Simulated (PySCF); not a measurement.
# How well do the runs reproduce experiment for C2H6OS?

**Experimental background.**

NIST CCCBDB Release 22 (SRD 101), experimental dipoles lists, for the gas: dipole moment (microwave Stark effect) 3.96 D.

The runs below try to reproduce these values; the comparison stands at the end.

C2H6OS.
Numbering: `[CH3:1][S:2]([CH3:3])=[O:4]` (hydrogens: H5, H6, H7 on C1; H8, H9, H10 on C3)

Structure used (GFN2-xTB), in Å, numbered top down from 1:
```xyz
10
C2H6OS angstrom
C     -1.2856    0.1557   -0.4699
S     -0.0786   -1.0606    0.2312
C      1.3721    0.0830    0.1057
O     -0.3910   -1.1600    1.6554
H     -2.2675   -0.3059   -0.4480
H     -1.0006    0.3761   -1.4922
H     -1.2909    1.0531    0.1388
H      1.1754    0.9829    0.6776
H      2.2338   -0.4312    0.5189
H      1.5418    0.3116   -0.9400
```

The PySCF runs (gas phase, on this GFN2-xTB geometry; no spin–orbit coupling):

| level | job | basis functions | wall time |
| --- | --- | --- | --- |
| PBE0/pcSseg-1 | shieldings, charges and field gradients, density and orbital grids written | 105 | 7.8 s |

Hardware: an Intel Xeon at 2.30 GHz with one thread, no GPU, shared host.

**Comparison with experiment**

**Dipole moment.** Measured: 3.96 D (NIST CCCBDB Release 22 (SRD 101), experimental dipoles).

```tsv
level	computed (D)	computed − measured (D)	% (from the printed values)
PBE0/pcSseg-1	3.77	-0.19	-5
```

The computed dipoles belong to one fixed geometry; measured ones are averaged over vibrations unless marked μe. Magnitudes are compared, not signs.

No measured geometry was used, and the causes of the misses weren't examined.
